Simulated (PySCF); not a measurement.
## Proton affinity of cyclopropylamine, site by site

System: cyclopropylamine, `NC1CC1` (C3H7N). Numbering: `[NH2:1][CH:2]1[CH2:3][CH2:4]1` These are map numbers, not IUPAC locants.

These are calculated values, ωB97X-D3(BJ)/def2-TZVP in PySCF (grid level 2) at geometries from PBE0-D3(BJ)/def2-SVP. Zero-point and thermal terms (298.15 K, 1 bar) come from unscaled PBE0-D3(BJ)/def2-SVP harmonic frequencies, with soft modes damped to free rotors in the entropy.

```jsonl
{"site": "N1 (amine nitrogen)", "product": "[NH3+]C1CC1", "PA / kJ/mol": "919", "GB / kJ/mol": "887"}
```

PA is −ΔH and GB is −ΔG of B + H⁺ → BH⁺ in the gas phase. Sites whose products fell apart, merged with another or lost in a GFN2-xTB screen aren't listed.

Measured values (NIST Chemistry WebBook, evaluated or the median of agreeing entries): proton affinity (−ΔH) 905 kJ/mol (computed 919, difference 14); gas-phase basicity (−ΔG) 870 kJ/mol (computed 887, difference 17).
